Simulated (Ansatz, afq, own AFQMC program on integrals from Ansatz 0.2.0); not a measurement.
**CH4 + Br, doublet in cc-pVTZ along one coordinate**

```xyz
6

C    -2.5126    0.0000    0.0000
H    -2.8758    1.0273    0.0000
H    -2.8758   -0.5137    0.8897
H    -2.8758   -0.5137   -0.8897
H    -1.4229    0.0000    0.0000
Br    0.5044    0.0000    0.0000
```

A hydrogen atom is moved from one rigid fragment to the other; the C1–H5 distance tells how far. The two fragments are held close together, so this isn't a minimum-energy path and the start is a compressed complex. Energies in kJ/mol count from this geometry (1.090 Å) at the same level; the start stands on UHF, each point on the determinant named.

Basis cc-pVTZ. Noble-gas cores (and the filled d shells of Ga–Kr and In–Xe) are frozen. Integrals, coupled cluster, full CI and functionals: Ansatz 0.2.0; the random walks run on the same integrals in our own AFQMC program. The CISD trial takes its coefficients from CCSD amplitudes. Released means that phaseless walkers are propagated on without the constraint, phases kept. Uncertainties: one standard error, sampling alone. No spin–orbit coupling.

Cautions, each for one point or more: inner d shell frozen; no relativity below Rb; no spin-orbit coupling.

| r(C1–H5) / Å | det. | T1 | weight | ⟨S²⟩ | CCSD(T) | ph-AFQMC/CISD | HF | PBE0 |
| --- | --- | --- | --- | --- | --- | --- | --- | --- |
| 1.203 | UHF | 0.011 | 0.86 | 0.77 | 14.8 | 15.2 ± 0.8 | 24.8 | 8.1 |
| 1.260 | UHF | 0.012 | 0.86 | 0.78 | 27.9 | 27.4 ± 1.1 | 42.1 | 18.3 |
| 1.317 | UHF | 0.013 | 0.86 | 0.79 | 41.4 | 40.7 ± 0.8 | 58.1 | 29.6 |
| 1.373 | UHF | 0.014 | 0.86 | 0.80 | 53.4 | 52.2 ± 0.8 | 70.3 | 40.3 |
| 1.487 | UHF | 0.014 | 0.86 | 0.79 | 71.4 | 70.7 ± 0.9 | 82.9 | 59.2 |

Weight is that of the determinant in the CISD state; at the start T1 is 0.010 and the weight 0.87, and ⟨S²⟩ is 0.76. Largest departures from phaseless AFQMC with a CISD trial: CCSD(T) 1.2 kJ/mol at 1.373 (on UHF) (within the noise), HF 18.1 kJ/mol at 1.373 (on UHF), PBE0 -11.9 kJ/mol at 1.373. The walk's constraint bias lies outside its error bars, so these are departures and not errors. Functionals count only at points shown to share the start's state and spin.

Some points may be missing: those where a free walk finds a much lower state, and past Zn most of those on another determinant than at the start.

A walk keeps the symmetry of its determinant, which the program's search chose and which needn't be the lowest solution, so a lower state of the same spin and another symmetry isn't excluded.
